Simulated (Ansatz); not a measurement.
The cluster SiS2. The state is a singlet with charge 0. Geometry B3LYP-D4/def2-TZVP, basis def2-TZVP, Ansatz.

```xyz
3

Si    0.0462    0.4750   -1.1228
S     0.0445   -1.2378    0.1410
S    -0.0907    0.7628    0.9818
```

| run | HOMO (eV) | LUMO (eV) |
| --- | --- | --- |
| A | -6.10 | -3.08 |
| B | -6.57 | -2.68 |
| C | -5.45 | -3.43 |
| D | -5.69 | -3.37 |
| E | -5.57 | -3.60 |

Another isomer (singlet) lies 0.75 eV lower at PBE0-D4/def2-TZVP; other spin states weren't run for this one.

Task: The runs used LDA (SPW92), PBE, PBE0, r2SCAN, r2SCANh. Estimate which is which.

Result: A r2SCANh (10 % exact exchange); B PBE0 (25 % exact exchange); C PBE (0 % exact exchange); D r2SCAN (0 % exact exchange); E LDA (SPW92) (0 % exact exchange). Exact exchange lowers occupied and raises empty levels; among semilocal functionals meta-GGAs tend to open the gap a little, and such runs are hard to tell apart. The gap grows from 1.97 eV (LDA (SPW92)) to 3.89 eV (PBE0).
